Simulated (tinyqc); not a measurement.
Worked calculation: RHF in the sto-6g basis, for BH3, spin multiplicity 1. One step of it, computed by the program tinyqc.

Question. Orthogonalisation. S = U s U^T; symmetric (Loewdin) form X = U s^(-1/2) U^T, so that X^T S X = 1.

overlap S:
```
           1B 1s     1B 2s     1B 2px     1B 2py     1B 2pz      2H 1s      3H 1s      4H 1s
1B 1s   1.000000  0.264891   0.000000   0.000000   0.000000   0.053394   0.053425   0.053425
1B 2s   0.264891  1.000000   0.000000   0.000000   0.000000   0.418994   0.419119   0.419119
1B 2px  0.000000  0.000000   1.000000   0.000000   0.000000   0.447801  -0.223992  -0.223992
1B 2py  0.000000  0.000000   0.000000   1.000000   0.000000   0.000000   0.387863  -0.387863
1B 2pz  0.000000  0.000000   0.000000   0.000000   1.000000  -0.009272  -0.009276  -0.009276
2H 1s   0.053394  0.418994   0.447801   0.000000  -0.009272   1.000000   0.078610   0.078610
3H 1s   0.053425  0.419119  -0.223992   0.387863  -0.009276   0.078610   1.000000   0.078669
4H 1s   0.053425  0.419119  -0.223992  -0.387863  -0.009276   0.078610   0.078669   1.000000
```

Give: eigenvalues of S; X.

Answer.

eigenvalues of S: 0.3197  0.4107  0.4108  0.9582  1.0007  1.5106  1.5106  1.8786

X:
```
          1B 1s    1B 2s   1B 2px   1B 2py   1B 2pz    2H 1s    3H 1s    4H 1s
1B 1s    1.0315  -0.1685   0.0000   0.0000   0.0006   0.0239   0.0239   0.0239
1B 2s   -0.1685   1.3148  -0.0001   0.0000  -0.0062  -0.2809  -0.2810  -0.2810
1B 2px   0.0000  -0.0001   1.1603   0.0000   0.0000  -0.3040   0.1521   0.1521
1B 2py   0.0000   0.0000   0.0000   1.1603   0.0000   0.0000  -0.2633   0.2633
1B 2pz   0.0006  -0.0062   0.0000   0.0000   1.0001   0.0061   0.0061   0.0061
2H 1s    0.0239  -0.2809  -0.3040   0.0000   0.0061   1.2000  -0.0136  -0.0136
3H 1s    0.0239  -0.2810   0.1521  -0.2633   0.0061  -0.0136   1.2001  -0.0136
4H 1s    0.0239  -0.2810   0.1521   0.2633   0.0061  -0.0136  -0.0136   1.2001
```
